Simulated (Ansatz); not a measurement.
We consider hcp Zn, described by PBEsol (Ansatz, a program for electronic structure, PAW).

Numerical settings: plane-wave cutoff 500 eV, 5×5×5 k mesh, Fermi–Dirac smearing 0.1 eV, cell of 36 sites, scalar-relativistic PAW data made under PBE.

Question: Estimate the vacancy formation energy and vacancy formation energy before relaxation that the calculation returns.

Answer: 
vacancy formation energy: 0.34 eV
vacancy formation energy before relaxation: 0.54 eV

Measured, for comparison: vacancy formation energy 0.54 eV (no zero-point or thermal correction, monovacancy; as tabulated in Garrity and Choudhary (2023), arXiv:2112.11585). Computed (rounded) less measured: vacancy formation energy -0.20 eV.

Note: energies are extrapolated to zero smearing, and mesh and cell size move such values by some hundredths of an eV or more.

Static lattice: no zero-point or thermal effects.

It cost very roughly 15 core-minutes of CPU time.
